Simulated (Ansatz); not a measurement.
For rock-salt NaF, PBE (plane waves, PAW; Ansatz, a first-principles code) gives:

```
Property                              Value
---------------------------------  --------
lattice constant a                  4.701 Å
bulk modulus B0                    44.7 GPa
band gap at the measured cell       6.32 eV
electronic dielectric constant ε∞      1.86
TO(Γ) frequency                    224 cm⁻¹
elastic constant C11               90.0 GPa
elastic constant C44               26.8 GPa
Voigt–Reuss–Hill shear modulus     29.5 GPa
```

**Question.** What does r²SCAN in Ansatz (plane waves, PAW) give for the same quantities?

**Answer.** 
- lattice constant a: 4.594 Å (shrinks by 2.3 %)
- bulk modulus: 54.4 GPa (increases by 22 %)
- band gap at the measured cell: 7.14 eV (grows by 0.82 eV)
- high-frequency dielectric constant: 1.82 (decreases by 2.2 %)
- zone-centre TO phonon frequency: 262 cm⁻¹ (grows by 17 %)
- elastic constant C11: 118 GPa (grows by 31 %)
- elastic constant C44: 28.8 GPa (rises by 7.5 %)
- Voigt–Reuss–Hill shear modulus: 35.4 GPa (grows by 20 %)

For comparison: lattice constant a 4.582 Å (measured, static lattice: zero-point anharmonic expansion removed; as tabulated in Mejia-Rodriguez and Trickey (2018), arXiv:1807.09216); bulk modulus 53.1 GPa (measured, 0 K value with the zero-point phonon effect removed; as tabulated in Mejia-Rodriguez and Trickey (2018), arXiv:1807.09216); band gap 11.7 eV (measured, temperature not stated, not corrected to a static lattice, our sources range from 11.50 to 11.70; as tabulated in Koller et al. (2013), arXiv:1304.4470); high-frequency dielectric constant 1.74 (measured, 297 K, copied from a table, unchecked, long-wavelength limit of the electronic terms of a dispersion formula fitted to measured refractive indices over 0.15-17.0 um; lattice terms left out; as tabulated in Li (1976), doi:10.1063/1.555536); zone-centre TO phonon frequency 251 cm⁻¹ (measured, temperature not stated, no zero-point or thermal correction, our sources range from 239 to 262; as tabulated in arXiv:2311.05107); elastic constant C11 108 GPa (measured, 4 K, zero-point motion not removed; as tabulated in X. Wang et al., RSC Advances (2016)); elastic constant C44 29.0 GPa (measured, 4 K, zero-point motion not removed; as tabulated in X. Wang et al., RSC Advances (2016)).

Changes are worked out from the printed values.

Unless a cell is named, each level is at its own relaxed cell (PBE 12.99, r²SCAN 12.12 Å³/atom).

Density-functional gaps are differences of (generalised) Kohn–Sham levels.

Ansatz's density-functional and Hartree–Fock values are scalar-relativistic unless marked +SOC, with PAW data made under PBE.
